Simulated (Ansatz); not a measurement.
Antifluorite Mg2Sn, treated with PBE0+SOC (Ansatz, an electronic-structure program, PAW).

Input:

Ansatz 0.2 input:
```yaml
crystal:
  lattice:
    - [0.0, 3.38324, 3.38324]
    - [3.38324, 0.0, 3.38324]
    - [3.38324, 3.38324, 0.0]
  atoms:
    - { symbol: Mg, position: [0.25, 0.25, 0.25] }
    - { symbol: Mg, position: [0.75, 0.75, 0.75] }
    - { symbol: Sn, position: [0.0, 0.0, 0.0] }
basis:
  ecutwfc: 460
  ecutrho_ratio: 4
  xc_grid: 2
kpoints:
  mp_grid: { grid: [6, 6, 6] }
hamiltonian:
  xc: pbe0
  dispersion: none
  pseudopotentials: { kind: paw }
scf:
  occupations: { method: fermi_dirac, width: 0.01 }
  convergence: { dr2_threshold: 0.0000000003 }
output:
  forces: true
  stress: true
  eigenvalues: true
magnetization:
  noncollinear: true
  spin_orbit: true
```

Output (set-up and result lines):

```
WARN output.stress: scf.exx.energy_threshold = 1e-6 eV is looser than the 3e-8 eV advised for a stress under a hybrid functional (1e-8 eV for each atom of the …
Crystal: 3 atoms, lattice volume = 77.451 Å³
Basis set: ecut = 460 eV, 1807 PW (Γ), exchange–correlation on 72×72×72 points (8 copies of the dense FFT grid, shifted against one another)
Bands: 42, of which v1, the nominal top of the filled ones, is band 34 counted from 1 (33 counted from 0)
Symmetry: 48 space group operations + 48 with time reversal
k-points: 16 of 216
Initial density: superposition of atomic densities (chi_scale 0.1, normalization cell, long waves kept (reshape's long-wave potential 0.00 eV rms))
Functional: x = pbe(κ = 0.804, μ = 0.2195149727645171), c = pbe(β = 0.06672455060314922), warm-up for x = 0.75 pbe(κ = 0.804, μ = 0.2195149727645171) + 0.25 exact, c = pbe(β = 0.06672455060314922)
SCF 1 converged in 9 iterations: F = -9874.596690 eV  dr2 = 8.67e-11
Crystal: 3 atoms, lattice volume = 77.451 Å³
Initial density: handed on by an earlier stage of this run
Functional: x = 0.75 pbe(κ = 0.804, μ = 0.2195149727645171) + 0.25 exact, c = pbe(β = 0.06672455060314922)
SCF 2 converged in 8 iterations: F = -9874.792123 eV  dr2 = 1.76e-10
Crystal: 3 atoms, lattice volume = 77.451 Å³
spin=Noncollinear: Kerker preconditioning applied to the charge; magnetization (m_x, m_y, m_z) channels mix plain (no charge-response kernel on spin).
SCF 3 converged in 10 iterations: F = -9874.800925 eV  dr2 = 2.41e-11
Crystal: 3 atoms, lattice volume = 77.451 Å³
Crystal: 3 atoms, lattice volume = 77.451 Å³
SCF 5 converged in 9 iterations: F = -9874.806496 eV  dr2 = 2.84e-10
Crystal: 3 atoms, lattice volume = 77.451 Å³
SCF 6 converged in 2 iterations: F = -9874.806496 eV  dr2 = 1.31e-11
Free energy (F): -9874.806496 eV
Internal energy: -9874.806496 eV  (E = F + TS)
E sigma→0 (E₀):  -9874.806496 eV
Fermi energy:    6.983936 eV
--- Stress (GPa, compression-positive) ---
       -0.130561      -0.000000       0.000000
       -0.000000      -0.130561       0.000000
        0.000000       0.000000      -0.130561
  P = ⅓ Tr σ = -0.1306 GPa (-1.306 kbar)
```

The PAW data were made under PBE.

Note: cell and atoms aren't relaxed at this level.

It cost very roughly 16 core-minutes of CPU time.
